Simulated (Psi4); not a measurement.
Reaction (SMILES): [C-]#[S+] (C-S) + 3 [H][H] (H2) → C (CH4) + S (H2S)
B3LYP-D3(BJ)/def2-TZVP geometries, fixed; electronic energies without zero-point terms.

Basis-set convergence of the energy of full hydrogenation at HF with Psi4. Cartesian d functions, on some or all atoms, in 6-31G*, 6-31G**; all else is spherical. Density fitting with the program's default auxiliary sets. Psi4's default fitting sets serve the pcseg sets less well. No added dispersion term, no relativity. Functions are those of the species that has most. Reference: the value in aug-cc-pV(Q+d)Z, -109.05 kcal/mol, itself unsure by roughly 0.06 kcal/mol (its mean distance from def2-QZVPPD, def2-QZVPP, cc-pV(Q+d)Z). Deviations are taken from unrounded values.

```tsv
basis	functions	energy of full hydrogenation (kcal/mol)	minus reference (kcal/mol)
STO-3G	14	-136.19	-27.14
3-21G	22	-119.48	-10.42
6-31G	22	-118.28	-9.22
def2-SV(P)	32	-108.74	0.31
6-31G*	34	-111.76	-2.71
def2-SVP	34	-116.32	-7.27
6-31G**	35	-112.14	-3.09
6-311G**	44	-111.21	-2.16
aug-pcseg-1	59	-111.04	-1.99
def2-TZVP	68	-108.27	0.78
def2-TZVPP	87	-109.03	0.02
aug-pcseg-2	138	-109.82	-0.77
def2-QZVPP	177	-109.15	-0.10
aug-pcseg-3	281	-109.43	-0.38
```

The smallest set listed that lies within 1 kcal/mol of the reference with all its larger relatives (same family, alike in diffuse functions; a set with none counts only in the reference's own line) is def2-TZVP (68 functions, 0.78 kcal/mol off). Inside the window by cancellation, since a larger relative falls out: def2-SV(P).
